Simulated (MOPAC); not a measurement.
MOPAC input (PM7):

```
PM7 PRECISE GNORM=0.05 LET XYZ UHF MS=0.5 GEO-OK AUX(PRECISION=9) THREADS=1
C4H9

C     0.00120855 1    0.02708658 1    0.35198259 1
H     0.00587364 1   -0.08304392 1    1.45078206 1
C    -0.00664579 1    1.48103266 1    0.03757694 1
H    -0.93626071 1    2.03281437 1   -0.01005973 1
H     0.91748488 1    2.04131070 1   -0.01707847 1
C     1.26857642 1   -0.66006722 1   -0.16919792 1
H     1.30800293 1   -0.61547010 1   -1.26008847 1
H     2.16712783 1   -0.17716068 1    0.21971490 1
H     1.29371115 1   -1.71022549 1    0.12827181 1
C    -1.26371755 1   -0.67167357 1   -0.15961002 1
H    -1.31181055 1   -0.62747758 1   -1.25016920 1
H    -1.27697189 1   -1.72200779 1    0.13800506 1
H    -2.16368700 1   -0.19701026 1    0.23611246 1
```

**Question.** What heat of formation does the run end on?

**Answer.** 6.07 kcal/mol.
